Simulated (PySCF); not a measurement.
Method used: core-valence-separated Tamm–Dancoff BHandHLYP/aug-pcX-1 (pcseg-1 on H, def2-SVPD on S) in PySCF, non-relativistic, gas phase, PBE0-D3(BJ)/def2-SVP geometry. Absolute energies from this functional tend to lie a few eV below measured edges; no shift was applied.

Main lines of an unknown, eV (oscillator strength): C K: 282.7 (0.055), 283.4 (0.065), 285.7 (0.012), 286.0 (0.012), 286.1 (0.050). Listed: the first five lines at most of each edge with a tenth or more of its strongest line's intensity; roots within 0.03 eV on the same or equivalent atoms are summed. Only the lowest roots were sought, and the top ones are left out.

Question: Which candidate gives them?
A. `C1CS1` (thiirane)
B. `C=CS` (ethenethiol)

Answer: B. 

- `C=CS`: C K: 282.7 (0.055), 283.4 (0.065), 285.7 (0.012), 286.0 (0.012), 286.1 (0.050). First C line listed at 282.7 eV, hole on the terminal =CH2 carbon (1s→π*).
- `C1CS1`: C K: 284.7 (0.113), 286.8 (0.020), 287.1 (0.054), 288.0 (0.024). First C line listed at 284.7 eV, hole on the sp3 carbon bound to sulfur.

One conformer each; other structures than these candidates weren't tested.

The values belong to the conformer `[CH2:1]=[CH:2][SH:3]`: H–S3–C2–C1 0°.
